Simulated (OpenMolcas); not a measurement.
# One shape, several levels: [SiH3]+ (SMILES [SiH3+])

Aim: a comparison of 6 runs (UHF/3-21G, M06-2X/3-21G, PBE0/3-21G, SVWN5/3-21G, UPBE/3-21G, CCSD(T)/3-21G) of [SiH3]+. 

The calculation is run with OpenMolcas 26.06.

1 further run of the same task is left out (set aside as unsound or not needed).

## Step 1: The molecule

The species is [SiH3]+ (4 atoms), meant as a singlet with charge +1. As SMILES, `[SiH3+]`. The Si1–H4 distance was set to 1.840 Å, away from the relaxed value.

Bond lengths: Si1–H2 1.472 Å, Si1–H3 1.472 Å. Angles: H2–Si1–H3 120.0°. A long bond or contact: Si1–H4 1.840 Å.

## Step 2: The energy at UHF/3-21G (run 1)

calc.inp

```
* H3Si Hartree-Fock
>>> EXPORT MOLCAS_PRINT=2

&gateway
  baslib=$CurrDir
  coord
  4
  angstrom
  Si       0.142121      -0.197919       0.275766
  H        0.829021       0.477481       1.388766
  H        0.023721      -1.665119       0.265866
  H       -0.568500       0.791700      -1.103100
  basis=3-21G
  group=NoSym

&seward

&scf
  uhf
  charge=1
  thresholds=1e-10 1e-07 1e-07 1e-05
  scramble=0.25
  prorbitals=1 1
```

The basis set 3-21G is read from a file made from the Basis Set Exchange's data (not shown).

The run is started by

```
$ export MOLCAS_MEM=1860
$ pymolcas calc.inp > calc.log
```

Log:

```text
--- Start Module: gateway ---
[...]
--- Stop Module: gateway /rc=_RC_ALL_IS_WELL_ ---
--- Start Module: seward ---
[...]
      Basis functions           19
--- Stop Module: seward /rc=_RC_ALL_IS_WELL_ ---
--- Start Module: scf ---
[...]
       Convergence after  17 Iterations
[...]
::    Total SCF energy                               -288.7657416464
[...]
      Total spin, S                                    -0.0000000000
[...]
      Total electronic charge=   16.000000
      Total            charge=    1.000000
[...]
      Dipole Moment (debye):
      Origin of the operator (angstrom)=    0.1375   -0.1915    0.2668
                   X= -3.0561E-02               Y=  4.2649E-02               Z= -5.9301E-02           Total=  7.9180E-02
      Center of Charge (angstrom)
[...]
--- Stop Module: scf /rc=_RC_ALL_IS_WELL_ ---
[...]
```

It took 1.8 s on 1 thread of Arm Neoverse V1, shared host; peak memory 0.37 GiB.

## Step 3: The energy at M06-2X/3-21G (run 2)

calc.inp

```
* H3Si Kohn-Sham DFT
>>> EXPORT MOLCAS_PRINT=2

&GATEWAY
 BasLib = $CurrDir
 Coord
 4
 angstrom
 Si       0.142121      -0.197919       0.275766
 H        0.829021       0.477481       1.388766
 H        0.023721      -1.665119       0.265866
 H       -0.568500       0.791700      -1.103100
 Basis = 3-21G
 Group = NoSym

&SEWARD
 GridInput
 Grid=UltraFine
 End of Grid

&SCF
 Charge = 1
 KSDFT = M062X
 Thresholds = 1e-10 1e-07 1e-07 1e-05
 PrOrbitals = 1 1
```

The basis set 3-21G is read from a file made from the Basis Set Exchange's data (not shown).

The run is started by

```
$ export MOLCAS_MEM=1860
$ pymolcas calc.inp > calc.log
```

Log:

```text
--- Start Module: gateway ---
[...]
--- Stop Module: gateway /rc=_RC_ALL_IS_WELL_ ---
--- Start Module: seward ---
[...]
      Basis functions           19
--- Stop Module: seward /rc=_RC_ALL_IS_WELL_ ---
--- Start Module: scf ---
[...]
       Convergence after  12 Iterations
[...]
::    Total KS-DFT energy                            -289.3064061088
[...]
      Total spin, S                                     0.0000000000
[...]
      Total electronic charge=   16.000000
      Total            charge=    1.000000
[...]
      Dipole Moment (debye):
      Origin of the operator (angstrom)=    0.1375   -0.1915    0.2668
                   X= -4.6765E-02               Y=  6.5189E-02               Z= -9.0742E-02           Total=  1.2112E-01
      Center of Charge (angstrom)
[...]
--- Stop Module: scf /rc=_RC_ALL_IS_WELL_ ---
[...]
```

Wall time 4.8 s (1 thread of Arm Neoverse V1, shared host); peak memory 0.37 GiB.

Runs 3 to 5 aren't shown in full; the table further down has their settings and results.

## Step 4: The energy at CCSD(T)/3-21G (run 6)

calc.inp

```
* H3Si CCSD(T)

&GATEWAY
  BasLib
  $CurrDir
  Coord
  4
  angstrom
  Si       0.142121      -0.197919       0.275766
  H        0.829021       0.477481       1.388766
  H        0.023721      -1.665119       0.265866
  H       -0.568500       0.791700      -1.103100
  Basis
  3-21G
  Group
  NoSym

&SEWARD

&SCF
  Charge
  1
  Thresholds
  1e-10 1e-07 1e-07 1e-05
  PrOrbitals
  1 1

&RASSCF
  FileOrb
  $Project.ScfOrb
  Spin
  1
  Nactel
  0 0 0
  Inactive
  8
  Ras2
  0
  OutOrbitals
  Canonical
  OrbListing
  Nothing

&MOTRA
  JobIph
  Frozen
  5

&CCSDT
  CCT
  Triples
  2
  Iterations
  80
  Accuracy
  1e-08
  Extrapolation
  5 4
```

The basis set 3-21G is read from a file made from the Basis Set Exchange's data (not shown).

The run is started by

```
$ export MOLCAS_MEM=1860
$ pymolcas calc.inp > calc.log
```

Log:

```text
--- Start Module: gateway ---
[...]
--- Stop Module: gateway /rc=_RC_ALL_IS_WELL_ ---
[...]
      Basis functions           19
[...]
       Convergence after  11 Iterations
[...]
::    Total SCF energy                               -288.7657416464
[...]
      Total spin, S                                     0.0000000000
[...]
      Number of active orbitals                  0
[...]
      Spin quantum number                      0.0
[...]
      Active orbitals                            0
[...]
      Number of CSFs                             1
[...]
      Number of root(s) required                 1
[...]
      Convergence after  4 iterations
[...]
      Natural orbitals and occupation numbers for root  1
      ************************************************************************************************************************
      *                                                    Final results                                                     *
      ************************************************************************************************************************
[...]
::    RASSCF root number  1 Total energy:   -288.76574165
[...]
      Total electronic charge=   16.000000
      Total            charge=    1.000000
[...]
      Dipole Moment (debye):
      Origin of the operator (angstrom)=    0.1375   -0.1915    0.2668
                   X= -3.0561E-02               Y=  4.2649E-02               Z= -5.9301E-02           Total=  7.9180E-02
      Center of Charge (angstrom)
[...]
--- Start Module: motra ---
[...]
      *** WARNING: Default frozen orbitals is overwritten by user input.
      *** Default values:   2
[...]
--- Stop Module: motra /rc=_RC_ALL_IS_WELL_ ---
--- Start Module: ccsdt ---
[...]
      Convergence after                    14  Iterations
      Total energy (diff) :    -288.84100145      -0.00000000
[...]
 METHOD                       : CCSD+T(CCSD)+<T3(1)WT1> = CCSD(T)
[...]
       CCSD     =      -288.8410014496564
[...]
--- Stop Module: ccsdt /rc=_RC_ALL_IS_WELL_ ---
[...]
```

Wall time 2.2 s (1 thread of Arm Neoverse V1, shared host); peak memory 0.37 GiB.

## Step 5: Overview of the runs

```csv
run,level,scramble,integration grid,energy (Eh),HOMO energy (eV),LUMO energy (eV),HOMO–LUMO gap (eV),wall time
1,UHF/3-21G,0.25,–,-288.765742,-19.35,-6.92,12.43,1.8 s
2,M06-2X/3-21G,–,UltraFine,-289.306406,-17.64,-9.44,8.20,4.8 s
3,PBE0/3-21G,–,UltraFine,-289.220583,-16.67,-10.44,6.23,4.2 s
4,SVWN5/3-21G,–,UltraFine,-288.155204,-15.45,-11.59,3.87,3.6 s
5,UPBE/3-21G,0.25,UltraFine,-289.189863,-15.49,-11.42,4.07,6 s
6,CCSD(T)/3-21G,–,–,-288.841981,-19.35,-6.92,12.43,2.2 s
```

## Step 6: Outcome

```
                                          quantity          value
                               run 6: total energy  -288.84198 Eh
        run 6: HOMO energy (Hartree–Fock orbitals)      -19.35 eV
        run 6: LUMO energy (Hartree–Fock orbitals)       -6.92 eV
      run 6: HOMO–LUMO gap (Hartree–Fock orbitals)       12.43 eV
run 6: correlation energy (5 core orbitals frozen)      -76.2 mEh
                             run 6: (T) correction      -0.98 mEh
```

What this shows: Over runs 1, 2, 3, 4, 5 the HOMO–LUMO gap runs from 3.87 eV (SVWN5/3-21G) to 12.43 eV (UHF/3-21G). Totals of different functionals can't be ranked against each other. All runs together took 23 s, the longest 6 s.
